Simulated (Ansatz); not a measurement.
`[OH][AlH][SH]` + H₂ → `[OH][AlH2]` + H₂S  (hydrogenolysis of the Al–S bond)

Program: Ansatz. Geometries: PBE0-D4/def2-TZVP. ΔE: electronic, gas phase. CBS: MP2 limit from def2 TZ/QZ plus the TZ coupled-cluster correction, frozen cores. This one scheme is used for every species. DFT in def2-TZVPP. Each species was taken in one conformer, which may not be the lowest.

```
             level  ΔE (kJ/mol)
        r2SCANh-D4        103.8
      CAM-B3LYP-D4         90.5
              PBE0         95.2
           r2SCAN0        101.1
           LC-ωPBE         92.0
    MP2/def2-TZVPP        103.3
SCS-MP2/def2-QZVPP         97.7
     MP2/CBS(def2)        107.4
```

Q: What does CCSD(T)/CBS give? (Estimate.)

A: Ansatz gave: +99.1 kJ/mol. The listed levels differ from it by 4.7, -8.6, -3.9, 2.0, -7.1, 4.2, -1.4, 8.3 kJ/mol.

Q: What do rigid-rotor, harmonic-oscillator terms from PBE0-D4/def2-TZVP frequencies (298.15 K, 1 bar) make of the CCSD(T)/CBS value? (Estimate.)

A: Ansatz gave: ΔZPE = +4.8 kJ/mol, ΔH = +101.2 kJ/mol, ΔS = 28 J/(mol·K), ΔG = +93.0 kJ/mol.

Largest T1 diagnostic among the species: 0.012.

Leaving LDA and LC-ωPBE aside and taking each functional with its dispersion term where it has one, the values, not all of them listed here, spread over 17.5 kJ/mol, from B97M-V to r2SCAN-D4. The D4 term adds +6.2 kJ/mol with B3LYP and +3.4 kJ/mol with PBE0; it sums over pairs of atoms, weighted by their polarisabilities, and B3LYP, whose exchange is more repulsive, gets the larger term. In def2-TZVPP, CCSD(T) changes the Hartree–Fock value by +15.1 kJ/mol (the triples alone add +4.3 kJ/mol) and MP2 by +23.4 kJ/mol.

B3LYP here is the variant with VWN-RPA as its local correlation; programs differ in this.
